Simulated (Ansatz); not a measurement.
The input, for Ansatz 0.2.0:

```yaml
crystal:
  periodic: [false, false, false]
  atoms:
    - {symbol: B, position_ang: [0.000000, -1.246974, -0.805916]}
    - {symbol: Ge, position_ang: [0.000000, 0.033178, 0.785825]}
    - {symbol: P, position_ang: [0.000000, 0.305475, -1.589983]}
    - {symbol: H, position_ang: [0.000000, 1.596606, 0.871290]}
basis:
  gaussian: {orbitals: cc-pVDZ}
magnetization: {spin_polarized: false, initial_magnetization: 1}
correlation: {method: fic_mrcisd_q, electrons: outside_noble_gas, active_space: {window: {electrons: 9, orbitals: 9}}}
```

```sh
$ ansatz run in.yaml --threads 1 --pin off --events-out ev --progress --plain --max-ram 2393MiB
```

**Question.** Roughly how long does this take on 1 thread of AMD EPYC 7R43, shared host, and how much host memory?

**Answer.** 25 s wall and 0.39 GiB.

```
696 factors; integrals over basis functions are off by at most 1.0e-3 eV
mean field evaluation 1: about -66427.6145 eV, gradient 1.2e1 eV
mean field evaluation 2: about -66427.6539 eV, gradient 1.2e1 eV
mean field evaluation 4: about -66428.8695 eV, gradient 2.9e0 eV
mean field evaluation 8: about -66429.0623 eV, gradient 4.5e-1 eV
mean field evaluation 16: about -66429.0666 eV, gradient 1.9e-6 eV
mean field evaluation 32: about -66423.4400 eV, gradient 2.1e1 eV
mean field evaluation 64: about -66428.3358 eV, gradient 6.5e0 eV
mean field evaluation 96: about -66427.7901 eV, gradient 7.7e0 eV
mean field -66429.06660537 eV, -2441.2231705087 hartree, gradient 1.9e-6 eV, S^2 0.750000; 8 other end points of the search recorded, 0 dependent functions left out
reference -66429.06660537 eV, -2441.2231705087 hartree; 27, 26 occupied and 37, 38 virtual orbitals, 696 factors
state -66431.46339133 eV, -2441.3112507682 hartree
contracted CI cycle   1: correlation 0.00000000 eV, 0.0000000000 hartree, residual 1.70e1 eV
contracted CI cycle   2: correlation -5.28153095 eV, -0.1940926825 hartree, residual 3.45e0 eV
contracted CI cycle   3: correlation -5.51137656 eV, -0.2025393527 hartree, residual 8.73e-1 eV
contracted CI cycle   4: correlation -5.52632705 eV, -0.2030887734 hartree, residual 2.64e-1 eV
contracted CI cycle   5: correlation -5.52776389 eV, -0.2031415762 hartree, residual 8.63e-2 eV
contracted CI cycle   6: correlation -5.52791798 eV, -0.2031472387 hartree, residual 2.69e-2 eV
contracted CI cycle   7: correlation -5.52793293 eV, -0.2031477880 hartree, residual 8.35e-3 eV
contracted CI cycle   8: correlation -5.52793428 eV, -0.2031478377 hartree, residual 2.52e-3 eV
contracted CI cycle   9: correlation -5.52793439 eV, -0.2031478420 hartree, residual 7.37e-4 eV
state -66431.46339133 eV, -2441.3112507682 hartree; corrected -66437.66289316 eV, -2441.5390782582 hartree
Total energy: -66437.66289316 eV, -2441.5390782582 hartree
```

For the same geometry and basis RCCSDT(Q) lies 129.9 meV lower.
